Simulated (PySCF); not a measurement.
SiH2, SMILES [SiH2] (connectivity only; charge and spin as stated), neutral, multiplicity 1. Atoms are numbered in the order given.

```xyz
3

Si     0.0000     0.0000     0.1354
H      0.0000    -1.0928    -0.9477
H      0.0000     1.0928    -0.9477
```
Charge 0, spin multiplicity 1.

Coordinates come from a PBE-D3(BJ)/def2-TZVPD optimisation. The isomer is the one that the SMILES or the coordinates give; other isomers of the formula were not compared.

Calculation: SMD-B3LYP/def2-SVP (PySCF).

Solvation free energies are E(SMD) − E(gas) at the gas-phase geometry, for 1 M in both phases. In vacuum the dipole moment is 0.20 D.

| solvent | ΔG(solv) (kcal/mol) | its non-electrostatic (CDS) part | dipole (D) |
|---|---|---|---|
| water | -0.6 | 1.1 | 0.24 |
| tetrahydrofuran | -1.8 | -0.4 | 0.23 |
| methanol | (withheld) | (withheld) | (withheld) |

Fill in the missing entries. (An estimate is asked for; the answer gives what the named calculation found.)


- methanol, ΔG(solv) (kcal/mol): -2.2
- methanol, its non-electrostatic (CDS) part: -0.5
- methanol, dipole (D): 0.24
